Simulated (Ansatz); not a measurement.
in.yaml

```yaml
crystal:
  periodic: [false, false, false]
  atoms:
    - {symbol: B, position_ang: [0.064568, 0.023749, 0.797341]}
    - {symbol: C, position_ang: [-0.100306, 0.032123, -0.553665]}
    - {symbol: Si, position_ang: [-0.023685, -0.000301, -2.237145]}
    - {symbol: H, position_ang: [0.059423, -0.055571, 1.993469]}
basis:
  gaussian: {orbitals: cc-pVDZ}
correlation: {active_space: {window: {electrons: 2, orbitals: 2}, states: [{multiplicity: 1, irrep: Sigma, weights: [1]}]}}
```

```sh
$ ansatz run in.yaml --threads 1 --pin off --events-out ev --progress --plain --max-ram 2393MiB
```

Question: One thing in this input was set wrong on purpose, beside settings that are merely unusual. What is the gravest fault, and what does the program do?

Answer: Irrep not in the group. How the run ends: stopped by an error.
```
924 factors; integrals over basis functions are off by at most 2.0e-7 eV
mean field evaluation 1: about -9573.8596 eV, gradient 3.5e1 eV
mean field evaluation 2: about -9573.8642 eV, gradient 3.5e1 eV
mean field evaluation 4: about -9577.3580 eV, gradient 3.2e0 eV
mean field evaluation 8: about -9577.4051 eV, gradient 2.4e-4 eV
mean field -9577.40513796 eV, -351.9631470218 hartree, gradient 1.9e-6 eV, S^2 0.000000; 0 other end points of the search recorded, 0 dependent functions left out
reference -9577.40513796 eV, -351.9631470218 hartree; 13, 13 occupied and 38, 38 virtual orbitals, 924 factors
Error: the irrep Sigma is not accepted for these orbitals, which take A, or 1 to 1
```
